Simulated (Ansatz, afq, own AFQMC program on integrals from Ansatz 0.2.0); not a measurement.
BH$_{4}$⁺, triplet in cc-pVDZ, levels against full CI

```xyz
5

B     0.0000    0.0000    0.0000
H     0.9483    0.9760    2.1220
H    -0.9750   -0.9451    2.1239
H    -0.9471    0.9461   -2.1360
H     0.9739   -0.9770   -2.1099
```

Basis cc-pVDZ. Noble-gas cores (and the filled d shells of Ga–Kr and In–Xe) are frozen. AFQMC by an in-house program on the Cholesky factors that Ansatz 0.2.0 writes for its CCSD(T) run. The CISD trial takes its coefficients from CCSD amplitudes. Released means that phaseless walkers are propagated on without the constraint, phases kept. Uncertainties: one standard error, sampling alone.

Determinant: ROHF, the one that the program's search chose, which needn't be the lowest solution. The geometry is a point of a scan.

Full CI on the same integrals is exact in this basis and with this determinant's frozen core.

Cautions: lower spins were not checked; a spin-contaminated unrestricted determinant lies lower (UHF 3.73 eV lower, ⟨S²⟩ 3.11); strong correlation (T1 0.078, weight of the determinant 0.56, largest double 0.73); the CCSD(T) amplitudes may be one of several solutions (largest double 0.73); the CCSDT(Q) amplitudes may be one of several solutions (largest double 0.76); the CCSDTQ amplitudes may be one of several solutions (largest double 0.76); the released energies are still falling, so no released level is given (meV from the phaseless value at times in 1/Eh: -21 ± 8 at 0.24, -40 ± 7 at 0.51, -63 ± 10 at 0.99, -85 ± 10 at 1.62, -95 ± 9 at 2.40); the next higher spin lies close (full CI puts it 130 meV above).

The T1 diagnostic is 0.0775, the weight of the determinant in the CISD state is 0.557 and the size of the correlated space is 6 electrons in 33 orbitals.

Reference: full CI, correlation energy -5.437 eV. The cautions show a poor starting determinant, so the rows tell how each method copes with it here, and full CI is the sure value.

```csv
level,E − E(reference) (kcal/mol),share of correlation (%)
HF,125.37,0.00
MP2,56.11,55.24
CCSD,2.87,97.71
CCSD(T),-0.77,100.61
CCSDT,0.10,99.92
CCSDT(Q),-0.07,100.06
CCSDTQ,0.00,100.00
ph-AFQMC/CISD,3.39 ± 0.18,97.30
```

CCSDT and higher add their correlation energy to the determinant of the CCSD(T) run, since their own runs factorise the integrals more tightly (a shift of under 2 meV). A walk keeps the symmetry of its determinant, which the program's search chose and which needn't be the lowest solution, so a lower state of the same spin and another symmetry isn't excluded.
